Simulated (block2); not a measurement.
# [AlH4]− (SMILES [AlH4-]): DMRG/STO-3G, part 2 of 2

block2 0.5.4. Earlier steps stand in the parts before.

## 3. Doublet neutral AlH4: a single-point energy at DMRG/STO-3G

Contents of make_fcidump.py:

```python
from pyscf import ao2mo, cc, dft, gto, mcscf, mp, scf
from pyscf.tools import fcidump

mol = gto.M(atom="""
Al
H 1 1.627551
H 1 1.627531 2 109.37042
H 1 1.627512 3 109.50449 2 120.04814
H 1 1.627205 4 109.55458 3 -120.0153
""", basis="sto-3g", spin=1, verbose=4)
print("nao                            = %d" % (mol.nao))
mf = scf.ROHF(mol)
mf.conv_tol = 1e-10
mf.max_cycle = 200
mf.kernel()
if not mf.converged:
    mf = mf.newton().run(mf.mo_coeff, mf.mo_occ)
print(f"SCF energy                     = {mf.e_tot:.10f}")
ref = scf.UHF(mol).run(mf.make_rdm1(), conv_tol=1e-10)
pt = mp.MP2(ref, frozen=5).run()
mycc = cc.CCSD(ref, frozen=5)
mycc.max_cycle = 150
mycc.kernel()
print(f"MP2 total energy               = {pt.e_tot:.10f}")
if mycc.converged:
    print(f"E(CCSD)                        = {mycc.e_tot:.10f}")
    print(f"CCSD(T) total energy           = {mycc.e_tot + mycc.ccsd_t():.10f}")
ks = dft.UKS(mol, xc="hse06").set(conv_tol=1e-9, verbose=3).run(mf.make_rdm1())
if ks.converged:
    print("E(HSE06)                       = %.8f" % (ks.e_tot))
ks = dft.UKS(mol, xc="tpss").set(conv_tol=1e-9, verbose=3).run(mf.make_rdm1())
if ks.converged:
    print(f"E(TPSS)                        = {ks.e_tot:.8f}")
ks = dft.UKS(mol, xc="camb3lyp").set(conv_tol=1e-9, verbose=3).run(mf.make_rdm1())
if ks.converged:
    print(f"E(CAM-B3LYP)                   = {ks.e_tot:.8f}")
occ_no, mo = mcscf.addons.make_natural_orbitals(mp.MP2(mf.to_uhf(), frozen=5).run())
mf.mo_coeff = mo
cas = mcscf.CASCI(mf, 8, 7)
h1, ecore = cas.get_h1eff()
fcidump.from_integrals("FCIDUMP", h1, cas.get_h2eff(), 8, 7, nuc=ecore, ms=1)
ci = mcscf.CASCI(mf, 8, (4, 3))
ci.fix_spin_(ss=0.75)
ci.fcisolver.conv_tol = 1e-10
ci.fcisolver.max_cycle = 200
ci.kernel()
print("exact diagonalisation          = %.10f" % (ci.e_tot))
```

Contents of input.conf:

```
sym c1
orbitals FCIDUMP
nelec 7
spin 1
irrep 1
schedule
0 25 1E-07 1E-04
4 50 1E-07 1E-04
8 100 1E-07 1E-05
10 100 1E-08 0.0
end
maxiter 16
sweep_tol 1E-06
fiedler
mem 1g
num_thrds 1
prefix ./tmp
outputlevel 1
onepdm
```

Command:

```bash
$ python make_fcidump.py && block2main input.conf
```

What it wrote:

```text
$ python make_fcidump.py

[INPUT] verbose = 4
[INPUT] num. atoms = 5
[INPUT] num. electrons = 17
[INPUT] charge = 0
[INPUT] spin (= nelec alpha-beta = 2S) = 1
[INPUT] symmetry False subgroup None
[INPUT] Mole.unit = angstrom
[INPUT] Symbol           X                Y                Z      unit          X                Y                Z       unit  Magmom
[INPUT]  1 Al     0.000000000000   0.000000000000   0.000000000000 AA    0.000000000000   0.000000000000   0.000000000000 Bohr   0.0
[INPUT]  2 H      1.627551000000   0.000000000000   0.000000000000 AA    3.075625643762   0.000000000000   0.000000000000 Bohr   0.0
[INPUT]  3 H     -0.539809931067   0.000000000000   1.535403007123 AA   -1.020092929037   0.000000000000   2.901491174296 Bohr   0.0
[INPUT]  4 H     -0.544461564085  -1.327939999544  -0.767419228967 AA   -1.028883241472  -2.509442908994  -1.450212165473 Bohr   0.0
[INPUT]  5 H     -0.541242263045   1.330887324945  -0.763931837942 AA   -1.022799644194   2.515012546801  -1.443621951545 Bohr   0.0

nuclear repulsion = 18.1028861737798
number of shells = 9
number of NR pGTOs = 39
number of NR cGTOs = 13
basis = sto-3g
ecp = {}
CPU time:         0.64
nao                            = 13

******** <class 'pyscf.scf.rohf.ROHF'> ********
method = ROHF
initial guess = minao
damping factor = 0
level_shift factor = 0
DIIS = <class 'pyscf.scf.diis.CDIIS'>
diis_start_cycle = 1
diis_space = 8
diis_damp = 0
SCF conv_tol = 1e-10
SCF conv_tol_grad = None
SCF max_cycles = 200
direct_scf = True
direct_scf_tol = 1e-13
chkfile to save SCF result = tmpeev9ztdm
max_memory 1800 MB (current use 108 MB)
num. doubly occ = 8  num. singly occ = 1
Set gradient conv threshold to 1e-05
init E= -240.561018038741
[... the frontier-level lines of each cycle are left out ...]
cycle= 1 E= -241.09150219864  delta_E= -0.53  |g|= 0.163  |ddm|= 1.37
cycle= 2 E= -241.108716259578  delta_E= -0.0172  |g|= 0.032  |ddm|= 0.253
cycle= 3 E= -241.110087929772  delta_E= -0.00137  |g|= 0.0212  |ddm|= 0.0986
cycle= 4 E= -241.110751736238  delta_E= -0.000664  |g|= 0.0198  |ddm|= 0.0355
cycle= 5 E= -241.111790696819  delta_E= -0.00104  |g|= 0.0261  |ddm|= 0.0577
cycle= 6 E= -241.10918947244  delta_E= 0.0026  |g|= 0.0174  |ddm|= 0.167
cycle= 7 E= -241.108998134161  delta_E= 0.000191  |g|= 0.0117  |ddm|= 0.0608
cycle= 8 E= -241.109117366391  delta_E= -0.000119  |g|= 0.00165  |ddm|= 0.0268
cycle= 9 E= -241.109112248504  delta_E= 5.12e-06  |g|= 0.00127  |ddm|= 0.0135
cycle= 10 E= -241.109113670557  delta_E= -1.42e-06  |g|= 0.000304  |ddm|= 0.00326
cycle= 11 E= -241.109113719728  delta_E= -4.92e-08  |g|= 0.000108  |ddm|= 0.000922
cycle= 12 E= -241.109113731429  delta_E= -1.17e-08  |g|= 2.17e-05  |ddm|= 0.00024
cycle= 13 E= -241.109113731842  delta_E= -4.13e-10  |g|= 1.27e-06  |ddm|= 5.33e-05
cycle= 14 E= -241.109113731844  delta_E= -1.71e-12  |g|= 1.68e-07  |ddm|= 3.9e-06
Extra cycle  E= -241.109113731843  delta_E= 1.14e-13  |g|= 5.17e-08  |ddm|= 3.09e-07
converged SCF energy = -241.109113731843
SCF energy                     = -241.1091137318

******** <class 'pyscf.scf.uhf.UHF'> ********
method = UHF
initial guess = minao
damping factor = 0
level_shift factor = 0
DIIS = <class 'pyscf.scf.diis.CDIIS'>
diis_start_cycle = 1
diis_space = 8
diis_damp = 0
SCF conv_tol = 1e-10
SCF conv_tol_grad = None
SCF max_cycles = 50
direct_scf = True
direct_scf_tol = 1e-13
chkfile to save SCF result = tmp3tbjzs5s
max_memory 1800 MB (current use 114 MB)
number electrons alpha = 9  beta = 8
Set gradient conv threshold to 1e-05
init E= -241.109113731843
cycle= 1 E= -241.119629764684  delta_E= -0.0105  |g|= 0.0444  |ddm|= 0.172
cycle= 2 E= -241.122930315372  delta_E= -0.0033  |g|= 0.0257  |ddm|= 0.0959
cycle= 3 E= -241.124582630946  delta_E= -0.00165  |g|= 0.00216  |ddm|= 0.128
cycle= 4 E= -241.124590724491  delta_E= -8.09e-06  |g|= 0.000672  |ddm|= 0.00653
cycle= 5 E= -241.12459176486  delta_E= -1.04e-06  |g|= 0.000405  |ddm|= 0.00216
cycle= 6 E= -241.124592349382  delta_E= -5.85e-07  |g|= 9.07e-05  |ddm|= 0.00254
cycle= 7 E= -241.124592375509  delta_E= -2.61e-08  |g|= 3.55e-05  |ddm|= 0.000504
cycle= 8 E= -241.124592381231  delta_E= -5.72e-09  |g|= 3.41e-05  |ddm|= 0.000122
cycle= 9 E= -241.124592356951  delta_E= 2.43e-08  |g|= 2.9e-05  |ddm|= 0.000529
cycle= 10 E= -241.124592297467  delta_E= 5.95e-08  |g|= 6.45e-06  |ddm|= 0.0025
cycle= 11 E= -241.124592296633  delta_E= 8.34e-10  |g|= 3.9e-06  |ddm|= 0.000301
cycle= 12 E= -241.124592296768  delta_E= -1.35e-10  |g|= 1.93e-06  |ddm|= 5.77e-05
cycle= 13 E= -241.124592296816  delta_E= -4.81e-11  |g|= 2.85e-07  |ddm|= 3.47e-05
Extra cycle  E= -241.124592296816  delta_E= -1.14e-13  |g|= 1.72e-07  |ddm|= 7.45e-07
converged SCF energy = -241.124592296816  <S^2> = 0.82334341  2S+1 = 2.0720458

******** <class 'pyscf.mp.ump2.UMP2'> ********
nocc = (np.int64(4), np.int64(3)), nmo = (8, 8)
frozen orbitals 5
max_memory 1800 MB (current use 123 MB)
E(UMP2) = -241.163245054376  E_corr = -0.0386527575601498
E(SCS-UMP2) = -241.170154181496  E_corr = -0.0455618846800419
E_corr(same-spin) = -0.00094779737554368
E_corr(oppo-spin) = -0.0377049601846061

******** <class 'pyscf.cc.uccsd.UCCSD'> ********
CC2 = 0
CCSD nocc = (np.int64(4), np.int64(3)), nmo = (8, 8)
frozen orbitals 5
max_cycle = 150
direct = 0
conv_tol = 1e-07
conv_tol_normt = 1e-06
diis_space = 6
diis_start_cycle = 0
diis_start_energy_diff = 1e+09
max_memory 1800 MB (current use 123 MB)
Init t2, MP2 energy = -0.0386527578092116
[... 87 lines left out ...]
UCCSD converged
[... 1 line left out ...]
MP2 total energy               = -241.1632450544
[... 2 lines left out ...]
CCSD(T) total energy           = -241.1916610135
[... 9 lines left out ...]
converged SCF energy = -241.608373607353  <S^2> = 0.75761912  2S+1 = 2.0076047
[... 21 lines left out ...]
SCF not converged.
SCF energy = -241.748996074966 after 50 cycles  <S^2> = 0.75476559  2S+1 = 2.0047599
[... 3 lines left out ...]
becke partition: Becke, JCP 88, 2547 (1988); DOI:10.1063/1.454033
pruning grids: <function nwchem_prune at 0x75eba17cd9e0>
grids dens level: 3
symmetrized grids: False
atomic radii adjust function: <function treutler_atomic_radii_adjust at 0x75eba17cdee0>
tot grids = 58416
converged SCF energy = -241.678350753038  <S^2> = 0.77030718  2S+1 = 2.0202051
E(CAM-B3LYP)                   = -241.67835075

******** <class 'pyscf.mp.ump2.UMP2'> ********
nocc = (np.int64(4), np.int64(3)), nmo = (8, 8)
frozen orbitals 5
max_memory 1800 MB (current use 185 MB)
E(UMP2) = -241.15507671378  E_corr = -0.0459629819365292
E(SCS-UMP2) = -241.163242557961  E_corr = -0.0541288261174187
E_corr(same-spin) = -0.00118471408432664
E_corr(oppo-spin) = -0.0447782678522026

******** <class 'pyscf.mcscf.casci.CASCI'> ********
CAS (4e+3e, 8o), ncore = 5, nvir = 0
natorb = False
canonicalization = True
sorting_mo_energy = False
max_memory 1800 MB (current use 185 MB)
******** <class 'pyscf.fci.addons.SpinPenaltyFCISolver'> ********
max. cycles = 200
conv_tol = 1e-10
davidson only = True
linear dependence = 1e-12
level shift = 0.001
max iter space = 12
max_memory 1800 MB
nroots = 1
pspace_size = 400
spin = None
Density matrix diagonal elements [1.97253145 1.96576539 1.92198183 1.01024545 0.05881029 0.02527897
 0.02881699 0.01656963]
CASCI converged
CASCI E = -241.192158843358  E(CI) = -9.03156469817998  S^2 = 0.7500000
exact diagonalisation          = -241.1921588434

$ block2main input.conf

********************************** INPUT START **********************************
sym                                                             c1
orbitals                                                   FCIDUMP
nelec                                                            7
spin                                                             1
irrep                                                            1
maxiter                                                         16
sweep_tol                                                    1E-06
fiedler
mem                                                             1g
num_thrds                                                        1
prefix                                                       ./tmp
outputlevel                                                      1
onepdm
schedule                  Sweep   0-   3 : Mmps =    25 Noise =    0.0001 DavTol =     1e-07
                          Sweep   4-   7 : Mmps =    50 Noise =    0.0001 DavTol =     1e-07
                          Sweep   8-   9 : Mmps =   100 Noise =     1e-05 DavTol =     1e-07
                          Sweep  10-  15 : Mmps =   100 Noise =         0 DavTol =     1e-08
********************************** INPUT END   **********************************

SPIN ADAPTED - REAL DOMAIN - DOUBLE PREC
qc mpo type =  QCTypes.Conventional
 UseMainStack = 0 MinDiskUsage = 1 MinMemUsage = 0 IBuf = 0 OBuf = 0
 FPCompression: prec = 1.00e-16 chunk = 1024
 IMain = 0 B / 66.8 MB DMain = 0 B / 343 MB ISeco = 0 B / 28.6 MB DSeco = 0 B / 515 MB
 OpenMP = 1 TBB = 0 BLIS = 0 MKL = GNU 2024.0.2 SeqType = Tasked AlignType = None MKLIntLen = 4
 THREADING = 2 layers : Global | Operator BatchedGEMM
 NUMBER : Global = 1 Operator = 1 Quanta = 0 MKL = 1
 COMPLEX = 1 SINGLE-PREC = 1 KSYMM = 0
using fiedler reorder =  [7 3 2 4 6 0 1 5]
read integral finished 0.007165991002693772
integral sym error =            0
MinMPOMemUsage =  False
MPS =  CCRRRRRR 0 2 < N=7 S=1/2 PG=0 >
GS INIT MPS BOND DIMS =       1     3    10    31    31    34    15     4     1
pre-mpo memory usage =  168 MB
build mpo start ...
build mpo finished ... Tread = 0.000 Twrite = 0.000 T = 0.004
simpl mpo start ...
simpl mpo finished ... Tread = 0.000 Twrite = 0.000 T = 0.012
GS MPO BOND DIMS =      13    20    31    46    31    20    13     1
build 1pdm mpo 0.060167588002514094
build identity mpo 0.061196294002002105
memory usage =  173 MB
para mpo finished 0.06188772199675441
env init finished 0.08303611000883393

Sweep =    0 | Direction =  forward | Bond dimension =   25 | Noise =  1.00e-04 | Dav threshold =  1.00e-07
Time elapsed =      0.208 | E =    -241.1915182614 | DW = 1.29415e-04

Sweep =    1 | Direction = backward | Bond dimension =   25 | Noise =  1.00e-04 | Dav threshold =  1.00e-07
Time elapsed =      0.339 | E =    -241.1918463324 | DE = -3.28e-04 | DW = 1.82168e-04

Sweep =    2 | Direction =  forward | Bond dimension =   25 | Noise =  1.00e-04 | Dav threshold =  1.00e-07
Time elapsed =      0.436 | E =    -241.1918464700 | DE = -1.38e-07 | DW = 1.49459e-04

Sweep =    3 | Direction = backward | Bond dimension =   25 | Noise =  1.00e-04 | Dav threshold =  1.00e-07
Time elapsed =      0.537 | E =    -241.1918651270 | DE = -1.87e-05 | DW = 1.83974e-04

Sweep =    4 | Direction =  forward | Bond dimension =   50 | Noise =  1.00e-04 | Dav threshold =  1.00e-07
Time elapsed =      0.651 | E =    -241.1918760903 | DE = -1.10e-05 | DW = 1.45627e-05

Sweep =    5 | Direction = backward | Bond dimension =   50 | Noise =  1.00e-04 | Dav threshold =  1.00e-07
Time elapsed =      0.768 | E =    -241.1918995699 | DE = -2.35e-05 | DW = 8.49780e-06

Sweep =    6 | Direction =  forward | Bond dimension =   50 | Noise =  1.00e-04 | Dav threshold =  1.00e-07
Time elapsed =      0.877 | E =    -241.1918996162 | DE = -4.62e-08 | DW = 1.50970e-05

Sweep =    7 | Direction = backward | Bond dimension =   50 | Noise =  1.00e-04 | Dav threshold =  1.00e-07
Time elapsed =      0.992 | E =    -241.1918998526 | DE = -2.36e-07 | DW = 8.47601e-06

Sweep =    8 | Direction =  forward | Bond dimension =  100 | Noise =  1.00e-05 | Dav threshold =  1.00e-07
Time elapsed =      1.123 | E =    -241.1918998974 | DE = -4.48e-08 | DW = 7.69268e-09

Sweep =    9 | Direction = backward | Bond dimension =  100 | Noise =  1.00e-05 | Dav threshold =  1.00e-07
Time elapsed =      1.245 | E =    -241.1918998965 | DE = 9.19e-10 | DW = 4.44465e-09

Sweep =   10 | Direction =  forward | Bond dimension =  100 | Noise =  0.00e+00 | Dav threshold =  1.00e-08
Time elapsed =      1.504 | E =    -241.1921588520 | DE = -2.59e-04 | DW = 2.34744e-10

Sweep =   11 | Direction = backward | Bond dimension =  100 | Noise =  0.00e+00 | Dav threshold =  1.00e-08
Time elapsed =      1.598 | E =    -241.1921588513 | DE = 7.10e-10 | DW = 6.98516e-11

Final canonical form =  CRRRRRRR 0
DMRG Energy = -241.192158851328884
npdm string = ['(C+D)0']

Build NPDM MPO | Nsites =     8 | Nmaxops =  2 | SymbolFree = T | Cutoff = 0.00e+00
 Site =     0 /     8 .. L =        4 R =        1 M =            0 Tmid = 0.000 T = 0.000
 Site =     1 /     8 .. L =        4 R =       15 M =           15 Tmid = 0.000 T = 0.000
 Site =     2 /     8 .. L =        4 R =       13 M =           13 Tmid = 0.000 T = 0.000
 Site =     3 /     8 .. L =        4 R =       11 M =           11 Tmid = 0.000 T = 0.000
 Site =     4 /     8 .. L =        4 R =        9 M =            9 Tmid = 0.000 T = 0.000
 Site =     5 /     8 .. L =        4 R =        7 M =            7 Tmid = 0.000 T = 0.000
 Site =     6 /     8 .. L =        4 R =        5 M =            5 Tmid = 0.000 T = 0.000
 Site =     7 /     8 .. L =        1 R =        4 M =            4 Tmid = 0.000 T = 0.000
Ttotal =      0.000

Expectation | Direction =  forward | BRA bond dimension =  100 | KET bond dimension =  100
Time elapsed =      0.025
NPDM Sorting | Nsites =     8 | Nmaxops =  2 | DotSite = 2 | SymbolFree = T | Compressed = T | LowMem = F | Mem = 512 B
Ttotal =      0.000

DMRG OCC =   1.972 1.966 1.921 1.011 0.059 0.025 0.029 0.017
```

Wall time 26 s (1 thread of Intel Xeon Platinum 8488C (Sapphire Rapids), shared host); peak memory 0.19 GiB.

## 4. Outcome

What follows sums up all 2 parts.

Level: DMRG/STO-3G, 5 core orbitals frozen.

```
                                           quantity          value
                   run 1, DMRG/STO-3G: total energy  -241.20746 Eh
 run 1, DMRG/STO-3G: T1 diagnostic of the CCSD step          0.009
                 doublet neutral AlH4: total energy  -241.19216 Eh
vertical detachment energy (to the doublet neutral)       0.416 eV
```

In words: The vertical ionisation energy comes to 0.42 eV (9.6 kcal/mol). In a minimal basis such a difference can be off by several eV, whatever the method.
